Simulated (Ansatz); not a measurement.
**Cost against result**

Saddle point of C₃H₇, doublet (C₂H₄ (C=C) + CH₃ → C₂H₃ ([CH][CH2]) + CH₄; bonds formed: H1–C4; bonds broken: H1–C2), PBE0-D4/def2-TZVP structure:

```xyz
10
angstrom
H -0.4907 0.0325 0.1711
C 0.0690 -0.4641 -0.9718
C 1.3744 -0.3855 -1.0913
C -0.9694 0.5198 1.2800
H -0.6440 -0.8798 -1.6760
H 1.9932 0.0559 -0.3144
H 1.8969 -0.7573 -1.9715
H -0.8507 1.5973 1.1985
H -0.3694 0.0779 2.0715
H -2.0093 0.2034 1.3040
```

Barriers are electronic and count from the start structure reached by relaxing down the imaginary mode. Spin–orbit coupling is left out.

Ansatz 0.2.0; basis: as named in each row; cores frozen in the correlated methods; orbitals are unrestricted. B3LYP uses VWN-RPA correlation. Extrapolation: Hartree–Fock as exp(−7.88 √X), correlation as X^−2.97.

Times are rough, for one single point on 4 threads of a shared host (Oxide Virtual Turin-like).

The estimate by CCSD(T) at an estimated basis limit (MP2 extrapolated from triple and quadruple zeta, plus CCSD(T) − MP2 in triple zeta) is 84.9 kJ/mol.

```tsv
method	basis	time (s)	barrier (kJ/mol)	method less estimate
HF	STO-3G	under 1	88.2	3.4
PBE-D4	STO-3G	under 1	2.8	-82.1
SPW92	def2-SVP	under 1	6.8	-78.1
PBE-D4	def2-SVP	under 1	38.1	-46.7
B3LYP-D4	6-31G	under 1	61.7	-23.2
PBE0-D4	def2-SVP	1	57.0	-27.8
SPW92	def2-TZVPP	1	14.3	-70.6
BLYP-D4	def2-TZVPP	2	53.9	-31.0
B3LYP-D4	def2-TZVPP	2	66.7	-18.2
PBE-D4	def2-TZVPP	2	45.4	-39.5
BHLYP-D4	def2-TZVPP	2	87.1	2.3
PBE0-D4	def2-TZVPP	3	63.2	-21.6
CAM-B3LYP-D4	def2-TZVPP	3	73.1	-11.8
r2SCAN-D4	def2-TZVPP	3	62.5	-22.3
r2SCAN0-D4	def2-TZVPP	3	74.0	-10.9
wB97M-V	def2-SVP	3	68.8	-16.0
B2PLYP	def2-TZVPP	4	76.7	-8.2
RPA on PBE	def2-TZVPP	4	84.3	-0.6
B97M-V	def2-TZVPP	5	68.2	-16.6
wB97X-V	def2-TZVPP	5	72.8	-12.0
wB97M-V	def2-TZVPP	5	78.0	-6.9
PBE-QIDH	def2-TZVPP	5	80.3	-4.6
CCSD(T)	def2-SVP	6	85.5	0.6
MP2	def2-QZVPP	13	109.1	24.2
CCSD(T)	def2-TZVPP	73	85.1	0.3
```

All methods are single points on the PBE0-D4 structures.

The T1 diagnostic stays at or below 0.033. ⟨S²⟩ of the unrestricted Hartree–Fock references: 0.76 to 0.96 (a pure state has 0.75). The unrestricted reference is spin-contaminated, which hurts MP2 most.

Labels in which every atom is bracketed show which atoms are joined, not bond orders.
